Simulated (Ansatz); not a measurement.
Mulliken charges of C$_{3}$H$_{4}$F$_{2}$ (`FC1(F)CC1`) from PBE/def2-TZVPP in Ansatz (PBE0-D4/def2-TZVP geometry).

```json
{"atom": "F1", "x (Å)": "1.654", "y (Å)": "-0.826", "z (Å)": "0.517", "charge (e)": "-0.162"}
{"atom": "C2", "x (Å)": "0.572", "y (Å)": "-0.514", "z (Å)": "-0.215", "charge (e)": "0.369"}
{"atom": "F3", "x (Å)": "0.598", "y (Å)": "-1.204", "z (Å)": "-1.366", "charge (e)": "-0.162"}
{"atom": "C4", "x (Å)": "0.069", "y (Å)": "0.866", "z (Å)": "-0.210", "charge (e)": "-0.198"}
{"atom": "C5", "x (Å)": "-0.713", "y (Å)": "-0.276", "z (Å)": "0.457", "charge (e)": "-0.198"}
{"atom": "H6", "x (Å)": "0.564", "y (Å)": "1.578", "z (Å)": "0.438", "charge (e)": "0.088"}
{"atom": "H7", "x (Å)": "-0.320", "y (Å)": "1.261", "z (Å)": "-1.140", "charge (e)": "0.088"}
{"atom": "H8", "x (Å)": "-1.609", "y (Å)": "-0.624", "z (Å)": "-0.038", "charge (e)": "0.088"}
{"atom": "H9", "x (Å)": "-0.725", "y (Å)": "-0.307", "z (Å)": "1.539", "charge (e)": "0.088"}
```

Question: By hand: the dipole of these point charges (1 e Å = 4.8032 D).

Answer: Σ q r = (-0.210, 0.190, 0.080) e Å, of length 0.294 e Å = 1.41 D.

Question: How does the dipole of the full density compare? (An estimate is asked.)

Answer: The calculation gave: (-0.304, 0.275, 0.115) e Å, 2.04 D; the point charges give 0.69 times that, at 0° from its direction.

Point charges leave out the atoms' own dipoles, such as those of lone pairs, and Mulliken's split depends on the basis, so the two needn't agree.
